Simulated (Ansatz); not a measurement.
C3N (SMILES [C]#CC#N), doublet: a relaxation.

The input file, in.yaml:

```yaml
crystal:
  periodic: [false, false, false]
  atoms:
    - {symbol: C, position_ang: [0.889651, -0.739579, 1.492703]}
    - {symbol: C, position_ang: [0.280737, -0.135978, 0.498206]}
    - {symbol: C, position_ang: [-0.308572, 0.388243, -0.457867]}
    - {symbol: N, position_ang: [-0.959925, 0.753018, -1.535484]}
basis:
  gaussian: {orbitals: def2-SVP}
magnetization: {spin_polarized: true, initial_magnetization: 1}
hamiltonian: {xc: {name: CAM-B3LYP}, dispersion: d4}
relax: {f_tol: 0.05, max_steps: 5, max_displacement: 0.05}
```

Command:

```bash
ansatz run in.yaml --threads 2 --pin off --events-out ev --progress --plain --max-ram 3481MiB
```

What Ansatz 0.2.0 printed:

```
Functional definition: CAM-B3LYP
  name "CAM-B3LYP"
  cite "Yanai, Tew & Handy, Chem. Phys. Lett. 393, 51 (2004) doi:10.1016/j.cplett.2004.06.011"
  cite "Iikura, Tsuneda, Yanai & Hirao, J. Chem. Phys. 115, 3540 (2001) doi:10.1063/1.1383587"
  cite "Becke, Phys. Rev. A 38, 3098 (1988) doi:10.1103/PhysRevA.38.3098"
  cite "Lee, Yang & Parr, Phys. Rev. B 37, 785 (1988) doi:10.1103/PhysRevB.37.785"
  cite "Vosko, Wilk & Nusair, Can. J. Phys. 58, 1200 (1980) doi:10.1139/p80-159"
  parameter alpha = 0.19
  parameter beta = 0.46
  parameter omega = 0.33/bohr
  parameter ac = 0.81
  # Exact exchange under (alpha + beta erf(omega r))/r, Becke's under what is left of 1/r.
  exchange = (1 - alpha - beta)*b88_x + beta*b88_x_sr(omega) + alpha*exact_x + beta*exact_x_lr(omega)
  correlation = (1 - ac)*vwn5_c + ac*lyp_c
655 factors; integrals over basis functions are off by at most 2.1e-4 eV
177 factors; integrals over basis functions are off by at most 1.3e-6 eV
mean field evaluation 1: about -4586.2045 eV, gradient 1.4e1 eV
mean field evaluation 2: about -4586.7162 eV, gradient 1.2e1 eV
mean field evaluation 4: about -4587.3859 eV, gradient 2.2e0 eV
mean field evaluation 8: about -4587.4643 eV, gradient 2.5e-1 eV
mean field evaluation 16: about -4587.4689 eV, gradient 4.4e-3 eV
mean field evaluation 32: about -4587.4689 eV, gradient 1.5e-4 eV
mean field evaluation 64: about -4587.2632 eV, gradient 1.2e0 eV
mean field -4587.46893609 eV, -168.5863739032 hartree, gradient 5.6e-6 eV, S^2 0.822105; 6 other end points of the search recorded, 0 dependent functions left out
the calculation of the forces begins
reference -4587.46900979 eV, -168.5863766118 hartree; 13, 12 occupied and 43, 44 virtual orbitals, 655 factors
relax step   1: F+E_penalty+E_count = -4587.52321356 eV  Δ(F+E_penalty+E_count) = +0.000e0 eV  max|allowed force component| = 1.119e1 eV/Å  Δτ_max = 0.0000 Å  (221 SCF iters, accepted)
these checks for a lower state are left out or cut short: starts, cluster_reference, orbital_swaps, neighbouring_geometries, increment
655 factors; integrals over basis functions are off by at most 1.9e-4 eV
177 factors; integrals over basis functions are off by at most 9.2e-7 eV
mean field -4588.30097978 eV, -168.6169509449 hartree, gradient 4.1e-9 eV, S^2 0.789386; 0 other end points of the search recorded, 0 dependent functions left out
the calculation of the forces begins
reference -4588.30105352 eV, -168.6169536546 hartree; 13, 12 occupied and 43, 44 virtual orbitals, 655 factors
relax step   2: F+E_penalty+E_count = -4588.35545247 eV  Δ(F+E_penalty+E_count) = -8.322e-1 eV  max|allowed force component| = 5.436e0 eV/Å  Δτ_max = 0.0492 Å  (169 SCF iters, accepted)
these checks for a lower state are left out or cut short: starts, cluster_reference, orbital_swaps, neighbouring_geometries, increment
655 factors; integrals over basis functions are off by at most 1.9e-4 eV
177 factors; integrals over basis functions are off by at most 6.7e-7 eV
mean field evaluation 96: about -4588.4155 eV, gradient 5.2e-3 eV
mean field -4588.41551463 eV, -168.6211600228 hartree, gradient 4.8e-9 eV, S^2 0.778516; 0 other end points of the search recorded, 0 dependent functions left out
the calculation of the forces begins
reference -4588.41558874 eV, -168.6211627464 hartree; 13, 12 occupied and 43, 44 virtual orbitals, 655 factors
relax step   3: F+E_penalty+E_count = -4588.47019542 eV  Δ(F+E_penalty+E_count) = -1.147e-1 eV  max|allowed force component| = 3.583e0 eV/Å  Δτ_max = 0.0472 Å  (165 SCF iters, accepted)
these checks for a lower state are left out or cut short: starts, cluster_reference, orbital_swaps, neighbouring_geometries, increment
655 factors; integrals over basis functions are off by at most 2.1e-4 eV
177 factors; integrals over basis functions are off by at most 7.6e-7 eV
mean field -4588.49643301 eV, -168.6241337184 hartree, gradient 5.8e-9 eV, S^2 0.786181; 0 other end points of the search recorded, 0 dependent functions left out
the calculation of the forces begins
reference -4588.49650708 eV, -168.6241364404 hartree; 13, 12 occupied and 43, 44 virtual orbitals, 655 factors
relax step   4: F+E_penalty+E_count = -4588.55078350 eV  Δ(F+E_penalty+E_count) = -8.059e-2 eV  max|allowed force component| = 5.119e-1 eV/Å  Δτ_max = 0.0353 Å  (154 SCF iters, accepted)
these checks for a lower state are left out or cut short: starts, cluster_reference, orbital_swaps, neighbouring_geometries, increment
655 factors; integrals over basis functions are off by at most 2.0e-4 eV
177 factors; integrals over basis functions are off by at most 7.5e-7 eV
mean field evaluation 128: about -4588.5099 eV, gradient 2.9e-1 eV
mean field -4588.52772181 eV, -168.6252835608 hartree, gradient 1.1e-7 eV, S^2 0.798602; 0 other end points of the search recorded, 0 dependent functions left out
the calculation of the forces begins
reference -4588.52779603 eV, -168.6252862884 hartree; 13, 12 occupied and 43, 44 virtual orbitals, 655 factors
relax step   5: F+E_penalty+E_count = -4588.58231506 eV  Δ(F+E_penalty+E_count) = -3.153e-2 eV  max|allowed force component| = 5.661e-1 eV/Å  Δτ_max = 0.0500 Å  (146 SCF iters, accepted)
Error: geometry relaxation did not converge after 5 steps: max|allowed force component| = 5.66e-1 eV/Å (threshold 5.0e-2). Raise `relax.max_steps` over both its present limit and 5, loosen `relax.f_tol`, or start from a geometry closer to equilibrium. Where this run's directory can be resumed (`checkpoint.write`), a resume goes on for up to `relax.max_steps` more
```

The lines “mean field evaluation” count trial sets of orbitals through the whole run, from several starts and some on an approximate energy, so they need not fall steadily or lie above the final value.

Hardware: 2 CPU threads of an Intel Xeon, shared host. Wall time about 35 s.


The run did not converge within its limit.